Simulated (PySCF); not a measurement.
# Structure from NMR data

An unknown has the formula C$_{4}$H$_{12}$NP. Its calculated NMR data are:

1H NMR (400 MHz, computed): δ 2.29 (m, 6H), 1.21 (m, 6H).

13C{1H} NMR (computed): δ 42.7 (CH3), 22.0 (CH3).

[PySCF: geometry: GFN2-xTB; shielding tensors at PBE0/pcSseg-1 (GIAO); non-relativistic; fast rotation and ring inversion assumed for equivalent nuclei; no solvent model; single conformer]

Shifts are taken against calculated references (same method and geometry level): 1H (σ = 31.72 ppm), 13C (σ = 186.93 ppm) against TMS.

Q: Deduce the structure.

A: 
2 carbon signals for 4 carbons: some carbons are equivalent by symmetry or fast rotation. Carbon types of the structure: 4 × CH3, which accounts for all hydrogens. δC 42.7: methyl carbon bonded to N; the inductive effect lowers its shielding. δC 22.0: methyl carbon bonded to P. δH 2.29: hydrogen on a methyl carbon bonded to N; its carbon carries N, which withdraws density. δH 1.21: hydrogen on a methyl carbon bonded to P.

Structure: SMILES CN(C)P(C)C.

The shifts were computed for this structure.

Splittings by 31P in the carbon and heteronuclear signals aren't shown, as no couplings were computed. Shifts are as computed. Against solution values, carbons near 30 ppm lie about +3 ppm off and those near 130 ppm about +5 ppm. Of 1211 compounds with measured shifts, 218 miss one by over three times the rms of a fit or turn the order of signals round; such compounds aren't used in these exercises. No couplings were computed; multiplicities are counted from neighbouring protons, with m where these are inequivalent, close in shift, in a saturated or five-membered ring or joined by F or P, and br s for small geminal =CH2 splittings.
